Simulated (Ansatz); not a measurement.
Basis-set extrapolation for C₄H₆F₂, SMILES `C/C(F)=C(\C)F` (PBE0-D4/def2-TZVP geometry, frozen core, Ansatz). Multiplicity 1, RHF reference.

```
                      def2-TZVPP   def2-QZVPP
                 HF  -353.961800  -353.977693
    MP2 correlation    -1.157946    -1.248905
CCSD(T) correlation    -1.237994      not run
```

Energies in hartree. Use E(X) = E(∞) + A·exp(−7.88·√X) for Hartree–Fock and E(X) = E(∞) + B·X^(−2.97) for correlation, with X = 3 and 4, and add CCSD(T) minus MP2 of the smaller set to the MP2 limit.

Q: What is the CCSD(T) energy at the basis-set limit?

A: HF limit: -353.977693 + (-0.015893) × 0.13774 = -353.97988. MP2 limit: -1.248905 + (-0.090959) × 0.74074 = -1.31628. Higher-order term: -1.237994 − (-1.157946) = -0.08005. Total: -355.37621 hartree, 463.2 kJ/mol below CCSD(T)/def2-TZVPP.
